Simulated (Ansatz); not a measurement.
[BH4]− (SMILES [H][B-]([H])([H])[H]): where methods fail along a bond

The species is [BH4]− (5 atoms), meant as a singlet with charge -1. SMILES: `[H][B-]([H])([H])[H]`. Geometry: relaxed at GFN2-xTB.

```jsonl
{"atom": "B", "x (Å)": "0.0000", "y (Å)": "-0.0002", "z (Å)": "-0.0001"}
{"atom": "H", "x (Å)": "0.0119", "y (Å)": "-0.0206", "z (Å)": "1.2291"}
{"atom": "H", "x (Å)": "1.1546", "y (Å)": "0.0118", "z (Å)": "-0.4208"}
{"atom": "H", "x (Å)": "-0.5876", "y (Å)": "1.0078", "z (Å)": "-0.3876"}
{"atom": "H", "x (Å)": "-0.5789", "y (Å)": "-0.9989", "z (Å)": "-0.4207"}
```

The B1–H3 distance is scanned; the parts on either side stay rigid. Basis 6-31G, 1 core orbital frozen in the correlated methods; program Ansatz 0.2.0. FCI is exact within this basis and core. Energies in eV from each method's value at 1.229 Å; methods without a U are spin-restricted. The set has no diffuse functions, which an anion needs. The shape above is that at 1.229 Å.

```tsv
distance (Å)	B3LYP	BHLYP	HSE06	MP2	FCI
1.229	0.00	0.00	0.00	0.00	0.00
1.536	0.47	0.52	0.49	0.47	0.41
1.843	1.29	1.38	1.34	1.31	1.18
2.458	2.61	2.81	2.75	2.75	2.47
3.073	3.40	3.71	3.60	3.73	3.32
```

Departure from the FCI curve at its largest: B3LYP +0.14 eV at 2.46 Å; BHLYP +0.39 eV at 3.07 Å; HSE06 +0.28 eV at 3.07 Å; MP2 +0.41 eV at 3.07 Å. For the functionals part of the departure is owed to the small basis.
